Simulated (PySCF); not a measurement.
Thiophene, C₄H₄S.
InChI=1S/C4H4S/c1-2-4-5-3-1/h1-4H

Method: BHandHLYP/6-31+G* geometry optimisation, gas phase (PySCF 2.14.0).

Masses are those of the commonest isotopes; rigid-rotor values at the optimised geometry. 

Problem. What are A, B and C (cm⁻¹)?

Solution. Ia = 62.53, Ib = 92.91, Ic = 155.44 u·Å²; 505379 MHz·u·Å²/I gives 8082, 5440 and 3251 MHz, that is A = 0.26959, B = 0.18145, C = 0.10845 cm⁻¹.

Problem. Classify the top.

Solution. An asymmetric top: κ = (2 × 5440 − 8082 − 3251)/(8082 − 3251) = -0.09.

Problem. Is it planar, by Δ = Ic − Ia − Ib?

Solution. Planar: Δ = Ic − Ia − Ib = 0.00 u·Å². For a rigid frame Δ = −2 Σ m c², so it vanishes when all atoms lie in the ab plane; here none is more than 0.01 Å from it.

Problem. Which lines would a microwave search look for?

Solution. The dipole components are |μa| = 0.62 D, |μb| = 0.00 D, |μc| = 0.00 D; the symmetry axis of this C2v structure is a, so μb and μc vanish by symmetry and there are no b-type or c-type lines. Some lines, for components of 0.1 D or more:

```csv
type,branch,"J(Ka,Kc)",MHz,lower level (cm⁻¹)
a,Q,"2(2,0) ← 2(2,1)",906,1.368
a,Q,"1(1,0) ← 1(1,1)",2188,0.378
a,Q,"3(2,1) ← 3(2,2)",3826,2.238
a,R,"1(0,1) ← 0(0,0)",8691,0.000
a,Q,"3(1,2) ← 3(1,3)",12870,1.629
a,R,"2(1,2) ← 1(1,1)",15194,0.378
a,R,"2(0,2) ← 1(0,1)",16476,0.290
a,R,"2(1,1) ← 1(1,0)",19570,0.451
a,R,"3(1,3) ← 2(1,2)",22305,0.885
a,R,"3(0,3) ← 2(0,2)",23153,0.839
a,R,"3(2,2) ← 2(2,1)",26073,1.368
a,R,"3(1,2) ← 2(1,1)",28610,1.104
a,R,"3(2,1) ← 2(2,0)",28993,1.398
```

Problem. Estimate the classical rotational partition function at 25 K, 100 K and 500 K.

Solution. Point group C2v, symmetry number σ = 2; q = (√π/σ)·√((kT/h)³/(ABC)), k/h = 20836.6 MHz/K: 881 at 25 K, 7050 at 100 K, 78800 at 500 K.

Stationary, but not proved a minimum. Zero-point vibration and centrifugal distortion are left out.
